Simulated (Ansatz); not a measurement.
A nudged elastic band was laid between two geometries of C$_{2}$H$_{4}$S$_{2}$ (8 atoms, charge 0, multiplicity 1).

These are results of RKS revPBE/6-31G* in Ansatz 0.2.0, not measurements.

```yaml
movable_images: 7
climbing_image: yes
spring: 5.0 eV/Å²
optimiser: quadratic models (default)
start_path: IDPP
force_threshold: 0.05 eV/Å
iteration_limit: 60
end_points: relaxed
```

Image 0:

```xyz
8
Properties=species:S:1:pos:R:3
S -1.181 0.835 -1.848
C -0.451 0.842 -0.378
C 0.670 -0.070 0.037
S 0.074 -1.173 1.412
H -0.792 1.531 0.414
H 1.059 -0.665 -0.803
H 1.494 0.507 0.495
H -0.873 -1.808 0.671
```

Image 8:

```xyz
8
Properties=species:S:1:pos:R:3
S -0.261 2.411 -0.698
C -0.466 0.795 -0.509
C 0.592 -0.180 -0.063
S 0.125 -0.924 1.580
H -1.452 0.338 -0.708
H 0.729 -0.993 -0.799
H 1.556 0.327 0.096
H -0.823 -1.774 1.101
```

**Question.** What changes between the two ends?

**Answer.** No bond is made or broken. The dihedral S1–C2–C3–H7 goes from 131 to -2°.

**Question.** Give the energies along the band, and the barrier.

**Answer.** It converged. The highest image is number 5 of 0 to 8, 3.1 kcal/mol above the first end and 1.4 kcal/mol above the last; the last end lies 1.7 kcal/mol above the first. A vibrational analysis at the climbing image gives one clearly imaginary mode, 92i cm⁻¹: a first-order saddle point.

| image | path coordinate (Å) | energy (kcal/mol) | dihedral S1–C2–C3–H7 (°) |
| --- | --- | --- | --- |
| 0 | 0.00 | 0.0 | 131 |
| 1 | 0.40 | 0.3 | 115 |
| 2 | 0.80 | 1.1 | 98 |
| 3 | 1.21 | 2.1 | 81 |
| 4 | 1.61 | 2.9 | 64 |
| 5 | 2.01 | 3.1 | 48 |
| 6 | 2.46 | 2.7 | 30 |
| 7 | 2.91 | 2.1 | 13 |
| 8 | 3.35 | 1.7 | -2 |

**Question.** What is the geometry of the highest image?

**Answer.** 
```xyz
8
Properties=species:S:1:pos:R:3
S -0.294 1.869 -1.724
C -0.500 0.829 -0.475
C 0.552 -0.163 -0.011
S 0.228 -0.963 1.626
H -1.451 0.810 0.086
H 0.701 -0.936 -0.787
H 1.524 0.350 0.091
H -0.760 -1.795 1.195
```

**Question.** What are the harmonic wavenumbers there?

**Answer.** 92i, 210, 239, 330, 597, 703, 823, 936, 990, 1107, 1170, 1226, 1337, 1403, 2614, 2998, 3027, 3053 cm⁻¹.

Run time: 4.2 min on 1 thread of Intel(R) Xeon(R) Processor @ 2.50GHz (Skylake/Cascade Lake) (shared host), peak memory 0.15 GiB.
